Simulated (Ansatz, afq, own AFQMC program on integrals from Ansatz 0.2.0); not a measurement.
Integrals from Ansatz 0.2.0, then the random walk in our own AFQMC program (afq).

```yaml
crystal:
  periodic: [false, false, false]
  atoms:
    - {symbol: Se, position_ang: [0.000000, 0.000000, 0.000000]}
basis:
  gaussian: {orbitals: aug-cc-pVTZ}
magnetization: {spin_polarized: true, initial_magnetization: 2}
correlation: {method: ccsd_t, electrons: outside_noble_gas, hamiltonian_folder: ham}
```

```sh
$ ansatz run in.yaml --threads 1 --pin off --events-out ev --progress --plain --max-ram 24576MiB --backend cuda --devices 0, --max-vram 18GiB
```

Options of the walk:

```
--method free --trial cisd --walkers 4000 --time-step 0.03 --max-blocks 4000 --target-error 0.00018 --factor-cut 1e-05 --seed 6428 --times 0,0.3,0.6,1.2,1.8,2.4,3.6,4.8,6 --taylor-order 8
```

Times are imaginary, in 1/Eh. The walk had a cap of 68 s. Filled inner d shells are frozen with the cores.

```
orbitals 45  electrons 4 2  factors 298 of 369
reference energy -2399.87255920 Eh
CCSD correlation -0.12035315 Eh in 9 cycles, weight of the determinant in the CISD state 0.9364
repeat  energy at the last time / Eh  error
    10  -2399.997575  0.000111
    20  -2399.997559  0.000066
    30  -2399.997568  0.000049
time / (1/Eh)  energy / Eh  error  mean overlap
  0.00  -2399.992916  0.000007  1.0680
  0.30  -2399.995628  0.000014  1.0685
  0.60  -2399.996636  0.000017  1.0694
  1.20  -2399.997298  0.000018  1.0703
  1.80  -2399.997533  0.000017  1.0681
  2.40  -2399.997620  0.000021  1.0663
  3.60  -2399.997645  0.000029  1.0729
  4.80  -2399.997606  0.000033  1.0775
  6.00  -2399.997580  0.000049  1.0799
energy -2399.997580 +/- 0.000049 Eh
```

Problem. Estimate how long the walk took on 1 × NVIDIA H100 80GB HBM3 with 2 threads of AMD EPYC 7R13 Processor (Zen 3), with other jobs on the host (the card was shared).

Solution. 61 s of wall time.

The run passed its tests (error under three times the target), which doesn't prove that it has relaxed.

Against this walk (error 1.3 meV) on the same determinant: CCSD(T) 19.9 meV higher, CCSDT(Q) 0.9 meV lower (within the noise). The error is statistical, and a free projection of finite length keeps a remainder of its start.

Cautions: remainder of the start not in the error; no relativity below Rb; no spin-orbit coupling; inner d shell frozen.

CCSDT and higher add their correlation energy to the determinant of the CCSD(T) run, since their own runs factorise the integrals more tightly (a shift of under 2 meV). A walk keeps the symmetry of its determinant, which the program's search chose and which needn't be the lowest solution, so a lower state of the same spin and another symmetry isn't excluded.
